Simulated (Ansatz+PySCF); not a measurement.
The numbers below are computed, except where a source is named.
## PySCF 2.14.0 run

```python
from pyscf import gto, scf, mp

mol = gto.M(atom="""
C -1.386230 -0.704990 -0.333980
C -1.849160 0.455250 0.067710
H -1.645700 -1.746580 -0.222170
H -2.739040 0.520130 0.694910
H -1.369430 1.389980 -0.203150
""", basis='cc-pvtz', charge=0, spin=1)
mf = scf.UHF(mol)
mf.kernel()
pt = mp.MP2(mf, frozen=2).run()
print(mf.e_tot, pt.e_corr, pt.e_tot)
```

The script is written out from the run's settings.

The run gave:

| Quantity | Value |
| --- | --- |
| Converged | yes |
| Reference energy | -77.42008 hartree |
| Correlation energy | -0.28431 hartree |
| Total energy | -77.70439 hartree |
| Spin squared of the determinant | 0.955 |

Caution: the unrestricted determinant is spin contaminated.
